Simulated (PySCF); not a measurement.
C₄H₆.

```xyz
10

C     -0.1091     1.8510     0.0000
C      0.4009     0.6058     0.0000
C     -0.4009    -0.6058     0.0000
C      0.1091    -1.8510     0.0000
H     -1.1918     2.0188     0.0000
H      0.5344     2.7347     0.0000
H      1.4909     0.4692     0.0000
H     -1.4909    -0.4692     0.0000
H     -0.5344    -2.7347     0.0000
H      1.1918    -2.0188     0.0000
```
Charge 0, spin multiplicity 1.

Coordinates come from a r2SCAN-D4/def2-SVP optimisation. Other conformers were not sampled.

Calculation: PySCF with PBE/pcSseg-1. Non-relativistic, no solvent.

Give the absolute GIAO shielding of each atom: isotropic value and principal components (ppm). (The exact figures need the calculation; the answer reports its results.)


| atom | σ(iso) | σ11 | σ22 | σ33 | span |
|---|---|---|---|---|---|
| C1 | 55.4 | -46.8 | 60.8 | 152.1 | 198.9 |
| C2 | 33.9 | -74.5 | 36.9 | 139.2 | 213.6 |
| C3 | 33.9 | -74.5 | 36.9 | 139.2 | 213.6 |
| C4 | 55.4 | -46.8 | 60.8 | 152.1 | 198.9 |
| H5 | 25.7 | 23.0 | 25.5 | 28.8 | 5.8 |
| H6 | 25.8 | 23.6 | 25.3 | 28.5 | 4.9 |
| H7 | 24.7 | 22.2 | 24.2 | 27.9 | 5.7 |
| H8 | 24.7 | 22.2 | 24.2 | 27.9 | 5.7 |
| H9 | 25.8 | 23.6 | 25.3 | 28.5 | 4.9 |
| H10 | 25.7 | 23.0 | 25.5 | 28.8 | 5.8 |
